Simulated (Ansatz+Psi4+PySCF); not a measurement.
doublet H₂O(+): levels of theory in one basis

```xyz
3

O     0.1193    0.0000    0.0000
H    -0.4832    0.7711    0.0000
H    -0.4770   -0.7632    0.0000
```

Basis set: cc-pVTZ (spherical functions). Left uncorrelated: 1 orbital. Correlation on ROHF uses semicanonical orbitals with singles. Charge 1, multiplicity 2.

Computed with Ansatz (development build ahead of 0.2.0) and Psi4 1.11; each method stands on the lowest determinant of its kind that the runs found.

| method | E − E(ROHF) (eV) | <S²> of the determinant |
| --- | --- | --- |
| ROHF | 0.00 | 0.75 |
| UHF | -0.15 | 0.76 |
| ROHF-MP2 | -5.53 | – |
| UHF-MP2 | -5.52 | 0.76 |
